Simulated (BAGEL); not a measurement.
# BSiH4Cl (SMILES [SiH3]BCl): levels of theory compared

Aim: a comparison of 4 runs (B3LYP/6-31G*, B3LYP/6-311+G**, PBE0/6-311+G**, RI-MP2/6-311+G**) of BSiH4Cl. 

The calculation is run with BAGEL 1.2.2.

12 further runs of the same task are left out: 12 set aside as unsound or not needed.

## 1. Starting point

The species is BSiH4Cl (7 atoms), meant as a singlet with charge 0. As SMILES, `[SiH3]BCl`. The coordinates come from a GFN2-xTB relaxation.

Bond lengths: Si1–B2 1.978 Å, B2–Cl3 1.696 Å, Si1–H4 1.470 Å, Si1–H5 1.469 Å, Si1–H6 1.468 Å, B2–H7 1.178 Å. Angles: Si1–B2–Cl3 120.2°, Si1–B2–H7 124.2°, Cl3–B2–H7 115.5°, B2–Si1–H4 112.4°, B2–Si1–H5 112.6°, B2–Si1–H6 113.6°, H4–Si1–H5 105.8°, H4–Si1–H6 105.8°, H5–Si1–H6 105.9°.

## 2. The energy at B3LYP/6-31G(d) (density fitting with qzvpp-jkfit, spherical functions) (run 1)

job.json reads:

```json
{ "bagel": [

{
  "title": "molecule",
  "basis": "6-31gs.json",
  "df_basis": "qzvpp-jkfit",
  "angstrom": true,
  "geometry": [
    { "atom": "Si", "xyz": [      -0.613170,       0.476560,      -0.272370 ] },
    { "atom": "B", "xyz": [       0.860710,      -0.571180,       0.529800 ] },
    { "atom": "Cl", "xyz": [       1.555910,      -1.860250,      -0.325120 ] },
    { "atom": "H", "xyz": [      -1.798580,      -0.345720,      -0.552330 ] },
    { "atom": "H", "xyz": [      -0.238210,       1.089150,      -1.554060 ] },
    { "atom": "H", "xyz": [      -1.081290,       1.578010,       0.576980 ] },
    { "atom": "H", "xyz": [       1.314620,      -0.366560,       1.597100 ] }
  ]
},

{ "title": "ks", "xc_func": "b3lyp" },

{ "title": "print", "file": "orbitals.molden", "orbitals": true }

]}
```

The basis set 6-31G* is read from a file made from the Basis Set Exchange's data (not shown).

On the command line:

```sh
$ BAGEL_NUM_THREADS=1 BAGEL job.json > job.out
```

Output:

```text
* using 1 threads per process

  ===============================================================
  ===============================================================

  *** Geometry ***

  { "atom" : "Si", "xyz" : [     -1.158723,      0.900568,     -0.514705 ] },
  { "atom" : "B", "xyz" : [      1.626506,     -1.079374,      1.001177 ] },
  { "atom" : "Cl", "xyz" : [      2.940244,     -3.515363,     -0.614388 ] },
  { "atom" : "H", "xyz" : [     -3.398824,     -0.653316,     -1.043752 ] },
  { "atom" : "H", "xyz" : [     -0.450152,      2.058195,     -2.936748 ] },
  { "atom" : "H", "xyz" : [     -2.043342,      2.982007,      1.090334 ] },
  { "atom" : "H", "xyz" : [      2.484272,     -0.692698,      3.018082 ] },

  Number of auxiliary basis functions:      403

  Since a DF basis is specified, we compute 2- and 3-index integrals:
    o Being stored without compression. Storage requirement is 0.011 GB

  Number of basis functions:       58
  Number of electrons      :       40

    * METHOD: MOLECULE                             0.14

  *** Kohn-Sham DFT ***

    * Removing 11427 points whose weight is below 1.00e-10
    * Grid points: 92915

  === Nuclear Repulsion ===
   119.2285578678

       - DIIS with orbital gradients will be used.

  === KS iteration (b3lyp / 6-31gs.json) ===
      0       -729.41012767          0.17631200           0.24
      1       -626.47104348          0.19034326           0.22
      2       -611.23877435          0.09768526           0.22
      3       -732.43486340          0.09848594           0.38
      4       -757.09793414          0.11997643           0.24
      5       -754.18953285          0.12022566           0.23
      6       -754.22075234          0.11984421           0.23
      7       -756.54330856          0.14013066           0.26
      8       -656.09388960          0.17666250           0.24
      9       -775.82730449          0.05380614           0.24
     10       -776.69443445          0.02327444           0.22
     11       -776.93054646          0.00676018           0.23
     12       -776.94326030          0.00397365           0.23
     13       -776.94894820          0.00149982           0.27
     14       -776.94983567          0.00032069           0.24
     15       -776.94987446          0.00004081           0.24
     16       -776.94987519          0.00000667           0.25
     17       -776.94987521          0.00000200           0.23
     18       -776.94987521          0.00000043           0.25
     19       -776.94987521          0.00000025           0.23
     20       -776.94987521          0.00000007           0.28
     21       -776.94987521          0.00000002           0.23
     22       -776.94987521          0.00000000           0.23
    * SCF iteration converged.

    * Permanent dipole moment:
           (   -0.071917,    -0.022497,    -0.154494) a.u.

    * METHOD: KS                                   6.00

    * METHOD: PRINT                                0.00

  ===============================================================
```

Wall time 6.6 s (1 thread of Intel Xeon Platinum 8488C (Sapphire Rapids), shared host); peak memory 0.28 GiB.

## 3. The energy at B3LYP/6-311+G(d,p) (density fitting with qzvpp-jkfit) (run 2)

job.json reads:

```json
{ "bagel" : [

{
  "title" : "molecule",
  "basis" : "6-311+gss.json",
  "df_basis" : "qzvpp-jkfit",
  "angstrom" : true,
  "geometry" : [
    { "atom" : "Si", "xyz" : [   -0.613170,    0.476560,   -0.272370 ] },
    { "atom" : "B", "xyz" : [    0.860710,   -0.571180,    0.529800 ] },
    { "atom" : "Cl", "xyz" : [    1.555910,   -1.860250,   -0.325120 ] },
    { "atom" : "H", "xyz" : [   -1.798580,   -0.345720,   -0.552330 ] },
    { "atom" : "H", "xyz" : [   -0.238210,    1.089150,   -1.554060 ] },
    { "atom" : "H", "xyz" : [   -1.081290,    1.578010,    0.576980 ] },
    { "atom" : "H", "xyz" : [    1.314620,   -0.366560,    1.597100 ] }
  ]
},
{
  "title" : "ks",
  "xc_func" : "b3lyp"
},
{
  "title" : "print",
  "file" : "orbitals.molden",
  "orbitals" : true
}

]}
```

The basis set 6-311+G** is read from a file made from the Basis Set Exchange's data (not shown).

On the command line:

```sh
$ BAGEL_NUM_THREADS=1 BAGEL job.json > job.out
```

Output:

```text
* using 1 threads per process

  ===============================================================
  ===============================================================

  *** Geometry ***

  { "atom" : "Si", "xyz" : [     -1.158723,      0.900568,     -0.514705 ] },
  { "atom" : "B", "xyz" : [      1.626506,     -1.079374,      1.001177 ] },
  { "atom" : "Cl", "xyz" : [      2.940244,     -3.515363,     -0.614388 ] },
  { "atom" : "H", "xyz" : [     -3.398824,     -0.653316,     -1.043752 ] },
  { "atom" : "H", "xyz" : [     -0.450152,      2.058195,     -2.936748 ] },
  { "atom" : "H", "xyz" : [     -2.043342,      2.982007,      1.090334 ] },
  { "atom" : "H", "xyz" : [      2.484272,     -0.692698,      3.018082 ] },

  Number of auxiliary basis functions:      403

  Since a DF basis is specified, we compute 2- and 3-index integrals:
    o Being stored without compression. Storage requirement is 0.036 GB

  Number of basis functions:      106
  Number of electrons      :       40

    * METHOD: MOLECULE                             0.23

  *** Kohn-Sham DFT ***

    * Removing 11427 points whose weight is below 1.00e-10
    * Grid points: 92915

  === Nuclear Repulsion ===
   119.2285578678

       - DIIS with orbital gradients will be used.

  === KS iteration (b3lyp / 6-311+gss.json) ===
      0       -684.30204003          0.29666080           0.41
      1       -669.78123905          0.26842730           0.68
      2       -707.18904187          0.23596572           0.42
      3       -732.86026647          0.15019719           0.44
      4       -755.84946025          0.10906972           0.45
      5       -766.50805486          0.09211834           0.41
      6       -776.40678887          0.03338726           0.41
      7       -776.63430315          0.02904082           0.46
      8       -776.89218061          0.01422185           0.40
      9       -776.99719692          0.00617338           0.43
     10       -777.01707575          0.00188231           0.40
     11       -777.01886874          0.00024769           0.42
     12       -777.01889510          0.00006709           0.42
     13       -777.01889704          0.00001078           0.44
     14       -777.01889709          0.00000499           0.41
     15       -777.01889710          0.00000088           0.40
     16       -777.01889710          0.00000016           0.41
     17       -777.01889710          0.00000007           0.42
     18       -777.01889710          0.00000001           0.40
    * SCF iteration converged.

    * Permanent dipole moment:
           (   -0.064455,    -0.023784,    -0.143933) a.u.

    * METHOD: KS                                   8.83

    * METHOD: PRINT                                0.02

  ===============================================================
```

It took 9.6 s on 1 thread of Intel Xeon Platinum 8488C (Sapphire Rapids), shared host; peak memory 0.45 GiB.

Run 3 isn't shown in full; the table further down has it.

## 4. The energy at RI-MP2/6-311+G(d,p) (density fitting with qzvpp-jkfit) (run 4)

input.json reads:

```json
{ "bagel" : [

{
  "title" : "molecule",
  "basis" : "6-311+gss.json",
  "df_basis" : "qzvpp-jkfit",
  "angstrom" : "true",
  "geometry" : [
    { "atom" : "Si", "xyz" : [   -0.613170,    0.476560,   -0.272370 ] },
    { "atom" : "B", "xyz" : [    0.860710,   -0.571180,    0.529800 ] },
    { "atom" : "Cl", "xyz" : [    1.555910,   -1.860250,   -0.325120 ] },
    { "atom" : "H", "xyz" : [   -1.798580,   -0.345720,   -0.552330 ] },
    { "atom" : "H", "xyz" : [   -0.238210,    1.089150,   -1.554060 ] },
    { "atom" : "H", "xyz" : [   -1.081290,    1.578010,    0.576980 ] },
    { "atom" : "H", "xyz" : [    1.314620,   -0.366560,    1.597100 ] }
  ]
},
{
  "title" : "hf"
},
{
  "title" : "mp2",
  "ncore" : 11
}

]}
```

The basis set 6-311+G** is read from a file made from the Basis Set Exchange's data (not shown).

On the command line:

```sh
$ BAGEL_NUM_THREADS=1 BAGEL input.json > input.out
```

Output:

```text
* using 1 threads per process

  ===============================================================
  ===============================================================

  *** Geometry ***

  { "atom" : "Si", "xyz" : [     -1.158723,      0.900568,     -0.514705 ] },
  { "atom" : "B", "xyz" : [      1.626506,     -1.079374,      1.001177 ] },
  { "atom" : "Cl", "xyz" : [      2.940244,     -3.515363,     -0.614388 ] },
  { "atom" : "H", "xyz" : [     -3.398824,     -0.653316,     -1.043752 ] },
  { "atom" : "H", "xyz" : [     -0.450152,      2.058195,     -2.936748 ] },
  { "atom" : "H", "xyz" : [     -2.043342,      2.982007,      1.090334 ] },
  { "atom" : "H", "xyz" : [      2.484272,     -0.692698,      3.018082 ] },

  Number of auxiliary basis functions:      403

  Since a DF basis is specified, we compute 2- and 3-index integrals:
    o Being stored without compression. Storage requirement is 0.036 GB

  Number of basis functions:      106
  Number of electrons      :       40

    * METHOD: MOLECULE                             0.18

  *** RHF ***

  === Nuclear Repulsion ===
   119.2285578678

      * DIIS with orbital gradients will be used.

  === RHF iteration (6-311+gss.json) ===
      0       -775.40083353          0.01021599           0.08
      1       -775.46498928          0.00390761           0.07
      2       -775.47310962          0.00124873           0.06
      3       -775.47433519          0.00019446           0.07
      4       -775.47436916          0.00006371           0.07
      5       -775.47437384          0.00001549           0.07
      6       -775.47437412          0.00000368           0.07
      7       -775.47437413          0.00000113           0.08
      8       -775.47437414          0.00000035           0.07
      9       -775.47437414          0.00000010           0.06
     10       -775.47437414          0.00000003           0.07
     11       -775.47437414          0.00000001           0.07
    * SCF iteration converged.

    * Permanent dipole moment:
           (   -0.032804,    -0.121221,    -0.240497) a.u.

    * METHOD: HF                                   1.04

  *** RHF ***

  === Nuclear Repulsion ===
   119.2285578678

      * DIIS with orbital gradients will be used.

  === RHF iteration (6-311+gss.json) ===
      0       -775.47437414          0.00000000           0.07
    * SCF iteration converged.

    * Permanent dipole moment:
           (   -0.032804,    -0.121221,    -0.240497) a.u.

  === DF-MP2 calculation ===

    * freezing 11 orbitals
    * 3-index integral transformation done
    * assembly done

      MP2 correlation energy:   -0.3324068349      0.03

      MP2 total energy:       -775.8067809719

    * METHOD: MP2                                  0.18

  ===============================================================
```

Wall time 1.8 s (1 thread of Intel Xeon Platinum 8488C (Sapphire Rapids), shared host); peak memory 0.12 GiB.

## 5. All runs side by side

| run | level | frozen core orbitals | energy (Eh) | dipole moment (D) | HOMO energy (eV) | LUMO energy (eV) | wall time |
| --- | --- | --- | --- | --- | --- | --- | --- |
| 1 | B3LYP/6-31G* (density fitting with qzvpp-jkfit, spherical functions) | – | -776.949875 | 0.44 | -7.75 | -2.31 | 6.6 s |
| 2 | B3LYP/6-311+G** (density fitting with qzvpp-jkfit) | – | -777.018897 | 0.41 | -7.90 | -2.54 | 9.6 s |
| 3 | PBE0/6-311+G** (density fitting with qzvpp-jkfit) | – | -776.657177 | 0.39 | -8.10 | -2.37 | 9.3 s |
| 4 | RI-MP2/6-311+G** (density fitting with qzvpp-jkfit) | 11 | -775.806781 | – | – | – | 1.8 s |

## 6. Results

| quantity | value |
| --- | --- |
| run 4: total energy | -775.80678 Eh |
| run 4: correlation energy (11 core orbitals frozen) | -332.4 mEh |

In words: Over runs 1, 2, 3 the dipole moment (its size) runs from 0.39 D (PBE0/6-311+G**) to 0.44 D (B3LYP/6-31G*). The two ends differ in method and basis. Over runs 1, 2, 3 the HOMO–LUMO gap runs from 5.35 eV (B3LYP/6-311+G**) to 5.73 eV (PBE0/6-311+G**). Totals of different functionals can't be ranked against each other. All runs together took 27 s, the longest 9.6 s.
